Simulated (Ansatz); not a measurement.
# Al2H2 (triplet): wave-function methods side by side at distance Al1–Al2 = 5.089 Å, 6-31G

The task here is to estimate one member of a computed series from the others.

The runs use Ansatz 0.2.0, Gaussian basis; 6-31G, core rule «outside noble gas», up to 10 orbitals frozen.

To be run: UHF; CCSD(T) on ROHF; CCSD(T) on UHF; BCCD(T) on ROHF; CISD; CCSDT(Q) on ROHF; CCSDT(Q) on UHF; CISDTQ; CASSCF and MRCISD+Q, 4 electrons in 4 orbitals; CASSCF and NEVPT2, 4 electrons in 4 orbitals; CASSCF and MRCISD+Q, 8 electrons in 10 orbitals; CASSCF and NEVPT2, 8 electrons in 10 orbitals; Full CI.

20 further runs of the same task are left out: 16 that didn't finish, 4 set aside as unsound or not needed.

### The geometry

The geometry derives from a PBE0/def2-TZVP stationary point (not a proven minimum). One bond is set to the value named and the two fragments are kept rigid.

4 atoms, charge 0, spin multiplicity 3.

Atoms are counted from 1 here; the program's logs count them from 0.

Bond lengths: Al1–H3 1.575 Å, Al2–H4 1.575 Å.

Set-up of the first run:

in.yaml reads:

```yaml
crystal:
  periodic: [false, false, false]
  atoms:
    - {symbol: Al, position_ang: [0.000000, 0.000000, 2.544500]}
    - {symbol: Al, position_ang: [0.000000, 0.000000, -2.544500]}
    - {symbol: H, position_ang: [0.000000, 0.000000, 4.119043]}
    - {symbol: H, position_ang: [0.000000, 0.000000, -4.119043]}
basis:
  gaussian: {orbitals: 6-31G}
magnetization: {spin_polarized: true, initial_magnetization: 2}
hamiltonian: {xc: hf}
output: {orbitals: {seedname: orbitals}}
```

On the command line:

```console
ansatz run in.yaml --threads 1 --pin off --events-out ev --progress --plain --max-ram 2393MiB
```

Steps of the session up to this table: UHF; CCSD(T) on ROHF; CCSD(T) on UHF; BCCD(T) on ROHF; CISD; CCSDT(Q) on ROHF; CCSDT(Q) on UHF; CISDTQ; CASSCF and MRCISD+Q, 4 electrons in 4 orbitals; CASSCF and NEVPT2, 4 electrons in 4 orbitals; CASSCF and MRCISD+Q, 8 electrons in 10 orbitals; CASSCF and NEVPT2, 8 electrons in 10 orbitals; Full CI.

One table of the session follows, with a row left open; its other results are not shown here.

| method | from FCI (meV) |
| --- | --- |
| ROHF | +2040.2 |
| UHF | +2023.2 |
| RMP2 | +774.8 |
| UMP2 | +784.1 |
| CISD | +152.9 |
| RCCSD | +41.0 |
| UCCSD | +39.3 |
| RCCSD(T) | +23.3 |
| UCCSD(T) | +22.7 |
| BCCD(T) | +22.6 |
| RCCSDT | ? |
| UCCSDT | +10.8 |
| CISDTQ | +13.1 |
| RCCSDT(Q) | +8.0 |
| UCCSDT(Q) | +7.8 |
| FCI | 0 |

**Question.** Estimate the row for RCCSDT.

As computed: from FCI (meV): +11.1. In the column «from FCI (meV)» it lies between UCCSDT (+10.8) and CISDTQ (+13.1).

Among the levels timed on like hardware and quicker than the yardstick, those that no quicker one beats, quickest first: UHF (1.1 s, +2023.2 meV); CISD (1.7 s, +152.9 meV); BCCD(T) (3.8 s, +22.6 meV); RCCSDT(Q) (9 s, +8.0 meV); UCCSDT(Q) (15 s, +7.8 meV).

Left out of the table: CASSCF pair, NEVPT2 pair, MRCISD pair, MRCISD+Q pair, CASSCF valence, NEVPT2 valence, MRCISD valence, MRCISD+Q valence (the active space lost an orbital or holds another state than full CI finds).

To keep in mind: The yardstick is full CI for this spin, exact in this basis with these frozen cores. The program flags RCCSD(T), UCCSD(T) as in doubt, so those rows may rest on another solution; read them beside their warnings. Levels on UHF freeze UHF's core orbitals, full CI those of ROHF, so the U rows can settle a little off it for that reason alone. Restricted and unrestricted rows rest on different reference determinants; where their highest levels disagree by more than a few hundredths of an eV, they describe different states and don't form one ladder. Warnings in the runs' records: asymmetric forces.
